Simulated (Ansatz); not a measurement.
A run of Ansatz (development build ahead of 0.2.0) on doublet CN at this shape:

```json
{"atom": "C", "x (Å)": "0.0000", "y (Å)": "0.0000", "z (Å)": "-0.6110"}
{"atom": "N", "x (Å)": "0.0000", "y (Å)": "0.0000", "z (Å)": "1.6585"}
```

Its results:

```json
{
 "Converged": "yes",
 "Total energy": "-92.36569 hartree",
 "Spin squared of the determinant": "1.882",
 "Stability test": "minimum"
}
```

(1) Which input gives this output? Name the method, the orbitals and the basis set, and write the input.

Answers

(1) PBE (unrestricted) in pcseg-2.

```yaml
crystal:
  periodic: [false, false, false]
  atoms:
    - { symbol: C, position_ang: [0.0, 0.0, -0.61105] }
    - { symbol: "N", position_ang: [0.0, 0.0, 1.65855] }
basis:
  gaussian: { orbitals: pcseg-2 }
magnetization:
  spin_polarized: true
  initial_magnetization: 1
hamiltonian:
  xc: pbe
```

Caution: the unrestricted determinant is a mixture of spin states.
